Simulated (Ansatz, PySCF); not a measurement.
Potential energy curve for SMILES C. The C1–H5 bond (C1 also carries H, H, H; H5 carries nothing else) is stretched with both fragments frozen at the PBE0/def2-TZVP optimised geometry. Each curve is given relative to its own lowest point near equilibrium.

```tsv
R / Å	A	B	C
0.88	44.2	45.1	46.4
0.92	26.7	27.4	28.4
0.97	12.2	12.6	13.3
1.04	2.0	2.1	2.4
1.09	0.0	0.0	0.0
1.13	0.8	0.7	0.4
1.15	1.8	1.7	1.3
1.21	6.8	6.6	5.9
1.27	14.1	13.8	12.7
1.36	27.6	27.4	25.7
1.46	44.6	44.5	42.1
1.63	74.8	74.9	71.4
1.78	100.5	100.8	96.2
1.96	128.6	129.2	123.4
2.16	155.9	154.3	149.6
2.38	181.2	170.6	173.4
2.64	205.3	180.7	195.4
2.93	225.9	186.0	213.8
3.26	243.4	—	228.8
3.78	261.5	—	243.6
```

Energies in mEh.

**Question.** Which curve belongs to which method? The methods are restricted PBE/6-31G (Ansatz, a quantum-chemistry and plane-wave program); unrestricted B3LYP/6-31G*, spherical d (PySCF); unrestricted B3LYP/LANL2DZ run with PySCF.

**Answer.** A is UKS-B3LYP/6-31G*; B is UKS-B3LYP/LANL2DZ; C is RKS-PBE.

A dash means that the run gave no value there, or that the column was ended at a point which the program doubted or which failed a test of continuity chosen for this set; such a test can also cut sound points.

The unrestricted solution behind UKS-B3LYP/LANL2DZ changes between 2.93 and 3.26 Å, which can leave a kink. The unrestricted determinant behind UKS-B3LYP/LANL2DZ is spin-contaminated at 2.16 to 2.93 Å (<S²> up to 0.9, against 0.00 for a pure singlet). The restricted form behind RKS-PBE keeps the bonding electrons paired and can't separate into open-shell fragments.
